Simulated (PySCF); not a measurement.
How the method moves the HOMO and LUMO of `[NH3+][BH2-]F`

BFH₅N.
Cartesian coordinates in Å at the PBE0-D3(BJ)/def2-SVP level; atoms count from 1:
```xyz
8
BFH5N angstrom
N      0.7663    0.1202    0.1070
B     -0.8706   -0.0280   -0.1077
F     -1.2161    1.1644   -0.7371
H      1.1552   -0.7057    0.5628
H      1.2316    0.2427   -0.7939
H      0.9766    0.9374    0.6824
H     -1.3022   -0.1466    1.0371
H     -0.9794   -1.0287   -0.8129
```

Basis pcSseg-2 throughout (PySCF), one geometry. Isolated species at its PBE0-D3(BJ)/def2-SVP geometry, gas phase.

Question: How do the orbital energies, the gap and the dipole change with the method?

Answer: 
```
   method                    kind  HOMO (eV)  LUMO (eV)  gap (eV)  μ (D)  SCF cycles
     OPBE                     GGA      -5.90      -1.06      4.83   5.56          14
     BLYP                     GGA      -5.96      -1.21      4.75   5.56          13
      PBE                     GGA      -5.98      -1.14      4.84   5.57          13
      LDA                     LDA      -6.03      -1.18      4.85   5.63          13
    B97-D                     GGA      -6.04      -1.00      5.04   5.57          13
     BP86                     GGA      -6.10      -0.98      5.11   5.58          14
      KT2                     GGA      -6.10      -1.09      5.02   5.48          15
      KT3                     GGA      -6.16      -1.37      4.79   5.48          15
    B97-2           global hybrid      -7.22      -0.34      6.88   5.65          14
    B3LYP           global hybrid      -7.30      -0.73      6.57   5.65          13
     PBE0           global hybrid      -7.47      -0.36      7.10   5.67          12
 mPW1PW91           global hybrid      -7.51      -0.39      7.12   5.68          12
BHandHLYP           global hybrid      -8.95       0.14      9.09   5.73          12
CAM-B3LYP  range-separated hybrid      -8.98       0.29      9.27   5.71          12
  wB97X-D  range-separated hybrid      -9.41       1.43     10.84   5.73          13
  LC-wPBE  range-separated hybrid     -10.29       1.52     11.81   5.77          13
       HF            Hartree–Fock     -11.17       1.87     13.05   5.82           9
```

The HOMO spans 5.28 eV, from OPBE down to HF, and the gap runs from 4.75 eV (BLYP) to 13.05 eV (HF). Over the methods OPBE (0 %), BLYP (0 %), PBE (0 %), LDA (0 %), B97-D (0 %), BP86 (0 %), KT2 (0 %), KT3 (0 %), B97-2 (21 %), B3LYP (20 %), PBE0 (25 %), mPW1PW91 (25 %), BHandHLYP (50 %), HF (100 %), a straight line through the gap against the share of exact exchange rises by 0.82 eV for each 10 % (correlation coefficient 0.998). The dipole ranges from 5.48 D (KT3) to 5.82 D (HF). This basis has no diffuse functions.
